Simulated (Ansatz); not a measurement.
```yaml
crystal:
  periodic: [false, false, false]
  atoms:
    - {symbol: O, position_ang: [0.000000, 0.000000, -1.143839]}
    - {symbol: C, position_ang: [0.000000, 0.000000, 0.000000]}
    - {symbol: O, position_ang: [0.000000, 0.000000, 1.143839]}
basis:
  gaussian: {orbitals: def2-TZVP}
hamiltonian: {xc: pbe0}
relax: {f_tol: 0.004, max_steps: 80}
```

```sh
$ ansatz run in.yaml --threads 1 --pin off --events-out ev --progress --plain --max-ram 2176MiB
```

Steps of the relaxation (energy above the last step; positions in Å, forces in eV/Å):

```
3
step 1, 19.8 meV
O     0.000    0.000   -1.144    0.000    0.000   -1.549
C     0.000    0.000    0.000    0.000    0.000    0.000
O     0.000    0.000    1.144    0.000    0.000    1.549
```

```
3
step 2, 0.0 meV
O     0.000    0.000   -1.156    0.000    0.000   -0.046
C     0.000    0.000    0.000    0.000    0.000    0.000
O     0.000    0.000    1.156    0.000    0.000    0.046
```

```
3
step 3, 0.0 meV
O     0.000    0.000   -1.157    0.000    0.000   -0.001
C     0.000    0.000    0.000    0.000    0.000    0.000
O     0.000    0.000    1.157    0.000    0.000    0.001
```

Close pairs at the end: C2–O3 1.157 Å, O1–C2 1.157 Å.

A stationary point of restricted PBE0 after 3 steps (its stability towards spin polarisation wasn't tested); no frequencies were run, so it isn't proven a minimum. 3.7 s on 1 thread of Arm Neoverse V2, shared host.
